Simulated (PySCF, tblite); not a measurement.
# H₂S₂: circular dichroism and optical rotation, excited states

What do calculations give for the circular dichroism and optical rotation, excited states of H₂S₂ (`SS`)?

Computed with tblite 0.8.0 and PySCF 2.14.0 and routines of our own; the level stands in each step. Atoms count from 0.

### 1 The system as given

4 atoms, charge 0, multiplicity 1; geometry from: force field or distance geometry start.

### 2 Geometry optimisation with GFN2-xTB

Job settings and geometry (Å):

```
{"job": {"kind": "relax", "xc": "GFN2-xTB", "basis": "xTB"}, "charge": 0, "multiplicity": 1}
S      0.957100     0.429100     0.450600
S     -0.991200     0.510800    -0.416600
H      1.811200    -0.443300    -0.254600
H     -1.766800    -0.491900     0.197800
```

Launch:

```console
> OMP_NUM_THREADS=1 python excited_run.py task.json out
```

This one command runs all jobs of the session in turn.

The program printed:

```text
step      E/eV     max force
  0    -204.11644    1.206
  1    -204.17332    1.023
  2    -204.27292    1.032
  3    -204.30169    0.797
  4    -204.41463    0.683
  5    -204.42685    0.461
  6    -204.43721    0.076
  7    -204.43738    0.051
  8    -204.43768    0.056
  9    -204.43803    0.053
 10    -204.43821    0.034
 11    -204.43827    0.022
 12    -204.43831    0.027
 13    -204.43839    0.042
 14    -204.43855    0.061
 15    -204.43881    0.067
 16    -204.43899    0.041
 17    -204.43904    0.014
 18    -204.43905    0.002
```

Run time: 0.06 s. Hardware: 1 thread of Arm Neoverse N1, shared host.

The steps of the relaxation:

```
step  energy from step 0 (eV)  largest force (eV/Å)
   0                   0.0000                1.2061
   1                  -0.0569                1.0229
   2                  -0.1565                1.0319
   3                  -0.1852                0.7969
   4                  -0.2982                0.6827
   5                  -0.3104                0.4606
   6                  -0.3208                0.0760
   7                  -0.3209                0.0515
   8                  -0.3212                0.0565
   9                  -0.3216                0.0527
  10                  -0.3218                0.0337
  11                  -0.3218                0.0219
  12                  -0.3219                0.0274
  13                  -0.3219                0.0423
  14                  -0.3221                0.0609
  15                  -0.3224                0.0673
  16                  -0.3225                0.0405
  17                  -0.3226                0.0139
  18                  -0.3226                0.0017
```

Distances of close pairs at the start and the end, largest changes first:

```
 bond  before (Å)  after (Å)  change (Å)
S0–S1       2.134      2.045      -0.089
S0–H2       1.410      1.340      -0.070
S1–H3       1.409      1.340      -0.069
```

The next job starts from the end point, and lists it.

### 3 Infrared spectrum with GFN2-xTB

Job settings and geometry (Å):

```
{"job": {"kind": "ir", "xc": "GFN2-xTB", "basis": "xTB"}, "charge": 0, "multiplicity": 1}
S      0.887608     0.415139     0.531173
S     -0.886849     0.473893    -0.483546
H      1.546085    -0.417742    -0.286437
H     -1.536610    -0.466517     0.215956
```

The program printed:

```text
mode    cm-1     km/mol
  1     325.5     32.37
  2     511.0      0.87
  3     797.3      8.97
  4     818.5      6.78
  5    2343.9     95.34
  6    2351.3    118.18
```

It took 0.05 s on 1 thread of Arm Neoverse N1, shared host.

The strongest bands and the atoms that carry them (share of the mass-weighted mode):

```
cm⁻¹  km/mol             atoms
 326    32.4  H2 48 %, H3 48 %
 511     0.9  S0 50 %, S1 50 %
 797     9.0  H2 47 %, H3 47 %
 818     6.8  H3 49 %, H2 48 %
2344    95.3  H3 50 %, H2 47 %
2351   118.2  H2 50 %, H3 47 %
```

### 4 Circular dichroism and optical rotation: TDDFT wB97X-D/def2-SVPD

Job settings and geometry (Å):

```
{"job": {"kind": "ecd", "xc": "wB97X-D", "basis": "def2-SVPD", "nstates": 16}, "charge": 0, "multiplicity": 1}
S      0.887608     0.415139     0.531173
S     -0.886849     0.473893    -0.483546
H      1.546085    -0.417742    -0.286437
H     -1.536610    -0.466517     0.215956
```

Level: TDDFT wB97X-D/def2-SVPD circular dichroism and optical rotation, one conformer, gas phase.

The program printed:

```text
coarse grid: 4488 points
cycle   1  E = -797.2475600132  dE =  4.160e-02  |g| = 1.973e-01  |ddm| = 2.020e+00
cycle   2  E = -797.2616559739  dE = -1.410e-02  |g| = 9.140e-02  |ddm| = 3.728e-01
cycle   3  E = -797.2642856014  dE = -2.630e-03  |g| = 1.137e-02  |ddm| = 1.270e-01
cycle   4  E = -797.2643582995  dE = -7.270e-05  |g| = 3.480e-03  |ddm| = 1.997e-02
cycle   5  E = -797.2643646461  dE = -6.347e-06  |g| = 9.300e-04  |ddm| = 5.957e-03
final grid: 34240 points
cycle   6  E = -797.3350744225  dE = -4.480e-05  |g| = 3.656e-03  |ddm| = 4.005e-02
cycle   7  E = -797.3350771983  dE = -2.776e-06  |g| = 1.749e-03  |ddm| = 8.200e-03
cycle   8  E = -797.3350779975  dE = -7.992e-07  |g| = 2.663e-04  |ddm| = 2.831e-03
cycle   9  E = -797.3350780375  dE = -4.007e-08  |g| = 1.004e-04  |ddm| = 5.854e-04
cycle  10  E = -797.3350780443  dE = -6.748e-09  |g| = 2.041e-05  |ddm| = 2.028e-04
cycle  11  E = -797.3350780451  dE = -7.637e-10  |g| = 7.887e-06  |ddm| = 9.740e-05
converged SCF energy = -797.3350780451

Singlet excitations and rotatory strengths (1e-40 esu^2 cm^2)
state   eV       nm     f(len)   f(vel)    R(len)    R(vel)   main configurations
  1   4.8067   257.9  0.00356  0.00361    -4.663    -4.694   H->L 0.93
  2   5.0641   244.8  0.01187  0.01366    15.361    16.246   H-1->L 0.92
  3   6.2181   199.4  0.01578  0.01572   -68.656   -68.382   H->L+1 0.86
  4   6.3724   194.6  0.01494  0.01513    57.363    57.724   H-1->L+1 0.79, H->L+2 0.14
  5   7.0400   176.1  0.00131  0.00270   -22.689   -32.574   H->L+2 0.74, H-1->L+1 0.15
  6   7.2164   171.8  0.00844  0.00932    32.418    38.872   H-1->L+2 0.77
  7   8.1015   153.0  0.22769  0.24406     4.773     6.408   H-2->L 0.61, H->L+4 0.16
  8   8.2817   149.7  0.12034  0.12318    21.620    21.692   H->L+4 0.44, H->L+5 0.26, H-2->L 0.10
  9   8.3016   149.3  0.03763  0.04222   -28.892   -30.641   H->L+5 0.61, H-1->L+3 0.18, H->L+4 0.13
 10   8.3219   149.0  0.03213  0.03331    10.030    10.212   H->L+6 0.45, H-1->L+4 0.44
 11   8.3571   148.4  0.00283  0.00397    -2.271    -2.691   H->L+3 0.74, H-1->L+5 0.12
 12   8.5846   144.4  0.00647  0.00668    20.490    20.824   H-1->L+5 0.75
 13   8.6550   143.3  0.01765  0.01641   -26.320   -23.800   H-1->L+3 0.46, H-1->L+6 0.23
 14   8.8694   139.8  0.03746  0.03360    55.553    52.617   H->L+6 0.29, H-3->L 0.23, H-1->L+4 0.23
 15   8.9810   138.1  0.05034  0.04716   -18.157   -17.166   H-1->L+6 0.51, H->L+4 0.15, H-1->L+3 0.13
 16   9.2034   134.7  0.02277  0.02422   -26.632   -27.469   H-2->L+1 0.76

Specific rotation (deg / (dm g/mL))
    nm     length   length(OI)   velocity    alpha(len)  alpha(vel)
  633.0     136.66     138.64     141.92       44.352     45.508
  589.3     161.60     163.95     168.00       44.560     45.725
  546.0     194.24     197.07     202.20       44.822     45.997
  436.0     349.56     354.64     366.24       45.930     47.151
  405.0     433.41     439.69     455.67       46.451     47.694
  365.0     605.37     614.02     640.86       47.385     48.670
  355.0     667.36     676.83     708.18       47.687     48.985
```

Run time: 7.5 s. Hardware: 1 thread of Arm Neoverse N1, shared host; peak memory 0.3 GiB.

### 5 Excited states: TDA PBE0/def2-SVP

Job settings and geometry (Å):

```
{"job": {"kind": "states", "xc": "PBE0", "basis": "def2-SVP", "tda": true, "soc": true, "nstates": 8, "ntriplets": 5, "nquad": 4}, "charge": 0, "multiplicity": 1}
S      0.887608     0.415139     0.531173
S     -0.886849     0.473893    -0.483546
H      1.546085    -0.417742    -0.286437
H     -1.536610    -0.466517     0.215956
```

Level: TDA PBE0/def2-SVP excited states, vertical, gas phase, spin-orbit mean-field couplings.

The program printed:

```text
coarse grid: 4488 points
cycle   1  E = -796.9690722585  dE =  8.443e-02  |g| = 1.405e-01  |ddm| = 2.005e+00
cycle   2  E = -796.9737623877  dE = -4.690e-03  |g| = 9.751e-02  |ddm| = 3.688e-01
cycle   3  E = -796.9768791515  dE = -3.117e-03  |g| = 1.081e-02  |ddm| = 1.483e-01
cycle   4  E = -796.9769090586  dE = -2.991e-05  |g| = 4.547e-03  |ddm| = 1.873e-02
cycle   5  E = -796.9769154818  dE = -6.423e-06  |g| = 4.519e-04  |ddm| = 5.280e-03
final grid: 34240 points
cycle   6  E = -797.0461223814  dE = -7.156e-06  |g| = 2.747e-03  |ddm| = 1.866e-02
cycle   7  E = -797.0461232499  dE = -8.686e-07  |g| = 2.051e-03  |ddm| = 7.394e-03
cycle   8  E = -797.0461244485  dE = -1.199e-06  |g| = 2.298e-04  |ddm| = 3.188e-03
cycle   9  E = -797.0461244654  dE = -1.686e-08  |g| = 1.071e-05  |ddm| = 2.689e-04
cycle  10  E = -797.0461244655  dE = -4.923e-11  |g| = 3.605e-06  |ddm| = 3.090e-05
converged SCF energy = -797.0461244655

Singlet excitations
state   eV       nm        f     d(h-e)  d(exc)  Lambda  PR(NTO)  |dmu|/D   mu/D   main configurations
  1   5.1036   242.9   0.00001   0.056   2.330   0.663   1.011    0.185    1.240   H->L 0.98
  2   5.3878   230.1   0.01078   0.102   2.318   0.673   1.035    0.237    1.663   H-1->L 0.96
  3   6.7692   183.2   0.01250   0.683   2.524   0.572   1.343    2.441    1.015   H->L+1 0.85, H-1->L+2 0.13
  4   6.8731   180.4   0.00026   0.635   2.413   0.581   1.964    2.288    0.863   H-1->L+1 0.57, H->L+2 0.41
  5   7.2910   170.1   0.01524   0.674   3.010   0.585   1.961                     H->L+2 0.57, H-1->L+1 0.42
  6   7.3839   167.9   0.03243   0.585   2.885   0.603   1.427                     H-1->L+2 0.82, H->L+1 0.12
  7   8.9611   138.4   0.40497   0.106   2.426   0.757   1.144                     H-2->L 0.76, H-4->L 0.16
  8   9.3600   132.5   0.00769   0.021   2.422   0.657   1.262                     H-3->L 0.88, H-2->L+1 0.11

Triplet excitations (Tamm-Dancoff)
state   eV     d(h-e)  d(exc)  Lambda  PR(NTO)   main configurations
  1   4.2360   0.075   2.304   0.664   1.008   H->L 0.99
  2   4.4350   0.110   2.310   0.674   1.008   H-1->L 0.99
  3   6.0939   0.619   2.365   0.575   1.611   H->L+1 0.75, H-1->L+2 0.22
  4   6.1423   0.609   2.326   0.586   1.897   H->L+2 0.61, H-1->L+1 0.37
  5   6.5111   0.274   2.439   0.713   2.045   H-2->L 0.61, H-1->L+2 0.32
S1 - T1 = 0.8676 eV

Spin-orbit couplings |<S|Hso|T>| (cm-1)
             T1       T2       T3       T4       T5
S0      124.513  126.415  211.496   29.307  142.284
S1        6.372   92.821   66.899   55.777  118.294
S2       78.692   16.410   20.120   38.856  130.168
S3       49.939   34.690    2.307   27.702    8.775
S4       48.236   43.332   37.630    7.512   66.763
S5       50.958   36.879   58.760    4.945   19.772
S6       19.979   34.331    1.561   86.619    1.443
S7      131.968   74.896    8.484   14.092   38.692
S8       11.938  107.909   46.659   26.037   77.007
T1 sublevels (cm-1): 0.000 0.246 4.422   radiative rates (1/s): 2.14e+03 112 1e+04
```

Run time: 2 s. Hardware: 1 thread of Arm Neoverse N1, shared host; peak memory 0.3 GiB.

From this job:

```
  quantity    value
S1 less T1  0.87 eV
```

### 6 Outcome

```
                                                                                     quantity                                                          value
                                                    strongest single infrared mode (GFN2-xTB)                                          2351 cm⁻¹, 118 km/mol
                                                                 zero-point energy (GFN2-xTB)                                                  10.2 kcal/mol
state of largest rotatory strength (velocity form) among 16 (step 4, TDDFT wB97X-D/def2-SVPD)  6.22 eV, R = -68.4 (velocity), -68.7 (length) ·10⁻⁴⁰ esu² cm²
                              specific rotation at 633.0 nm (step 4, TDDFT wB97X-D/def2-SVPD)                               141.9 (velocity), 136.7 (length)
                                                       S1 less T1 (step 5, TDA PBE0/def2-SVP)                                                        0.87 eV
```

In words: No mode is imaginary among the 6: a minimum at this level. The strongest single mode, at 2351 cm⁻¹, moves mainly H2 and H3. GFN2-xTB is a fitted tight-binding method: band positions and strengths are rough. Its intensities can rank the bands wrongly. Rotations belong to one conformer and to the handedness of the start; where its mirror image forms freely, a sample shows none. In step 5, the number of triplets below S1 is 2, and the largest singlet-triplet spin-orbit coupling is S0–T3, 211.50 cm⁻¹.
